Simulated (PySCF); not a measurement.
BTD, C6H4N2S.
Bonds: C1–C2 (aromatic), C2–C3 (aromatic), C3–C4 (aromatic), C4–N5 (aromatic), N5–S6 (aromatic), S6–N7 (aromatic), N7–C8 (aromatic), C8–C9 (aromatic), C1–C9 (aromatic), C4–C8 (aromatic). Hydrogens: H10 on C1; H11 on C2; H12 on C3; H13 on C9.

The same species was optimised twice, with GFN2-xTB and with PBE0-D3(BJ)/def2-SVP (PySCF), and the same property calculations (PySCF, gas phase) were run on both structures.

```tsv
coordinate	GFN2-xTB	PBE0-D3(BJ)/def2-SVP	change
S6–N7 (Å)	1.606	1.625	+0.019
N5–S6 (Å)	1.606	1.625	+0.019
C1–C2 (Å)	1.411	1.430	+0.019
C3–C4 (Å)	1.405	1.422	+0.017
C8–C9 (Å)	1.405	1.422	+0.017
C4–C8 (Å)	1.440	1.449	+0.009
C2–C3 (Å)	1.367	1.370	+0.003
C1–C9 (Å)	1.367	1.370	+0.003
C4–N5 (Å)	1.334	1.334	0.000
N7–C8 (Å)	1.334	1.334	0.000
S6–N7–C8 (°)	108.6	106.6	-2.0
C4–N5–S6 (°)	108.6	106.6	-2.0
N5–S6–N7 (°)	98.9	100.5	+1.6
C4–C8–N7 (°)	112.0	113.2	+1.2
N5–C4–C8 (°)	112.0	113.2	+1.2
N7–C8–C9 (°)	127.8	126.7	-1.1
C3–C4–N5 (°)	127.8	126.8	-1.0
C1–C9–C8 (°)	117.9	118.1	+0.2
```

Rotational constants: A = 3869, B = 1250, C = 945.0 MHz (GFN2-xTB) against A = 3768, B = 1248, C = 937.3 MHz (PBE0-D3(BJ)/def2-SVP). Point groups within 0.08 Å: C2v and C2v.

On the GFN2-xTB structure: HOMO (eV) -7.15 [PBE0/pcSseg-1]; LUMO (eV) -2.45 [PBE0/pcSseg-1]; dipole (D) 1.72 [PBE0/pcSseg-1]; GIAO shielding of C1/C2 (mean) (ppm) 52.3 [PBE0/pcSseg-1]; GIAO shielding of C3/C9 (mean) (ppm) 58.9 [PBE0/pcSseg-1]; GIAO shielding of C4/C8 (mean) (ppm) 28.7 [PBE0/pcSseg-1]; GIAO shielding of N5/N7 (mean) (ppm) -120.7 [PBE0/pcSseg-1]; GIAO shielding of S6 (ppm) -29.5 [PBE0/pcSseg-1].

Q: What do these properties become on the PBE0-D3(BJ)/def2-SVP structure?

A: 
| property | level | on GFN2-xTB | on PBE0-D3(BJ)/def2-SVP | change |
| --- | --- | --- | --- | --- |
| HOMO (eV) | PBE0/pcSseg-1 | -7.15 | -7.18 | -0.03 |
| LUMO (eV) | PBE0/pcSseg-1 | -2.45 | -2.50 | -0.05 |
| dipole (D) | PBE0/pcSseg-1 | 1.72 | 1.86 | +0.14 |
| energy, GFN2-xTB geometry as zero (kcal/mol) | PBE0/pcSseg-1 | 0.0 | -1.3 | -1.3 |
| GIAO shielding of C1/C2 (mean) (ppm) | PBE0/pcSseg-1 | 52.3 | 49.8 | -2.5 |
| GIAO shielding of C3/C9 (mean) (ppm) | PBE0/pcSseg-1 | 58.9 | 56.4 | -2.5 |
| GIAO shielding of C4/C8 (mean) (ppm) | PBE0/pcSseg-1 | 28.7 | 26.1 | -2.6 |
| GIAO shielding of N5/N7 (mean) (ppm) | PBE0/pcSseg-1 | -120.7 | -125.1 | -4.4 |
| GIAO shielding of S6 (ppm) | PBE0/pcSseg-1 | -29.5 | -65.2 | -35.7 |

The heavy atoms differ by 0.017 Å rms after alignment. Among bonds between heavy atoms C1–C2, N5–S6 and S6–N7 change most and about equally (+0.019 Å). Changes are differences of the printed values. Neither structure is proved a minimum here.
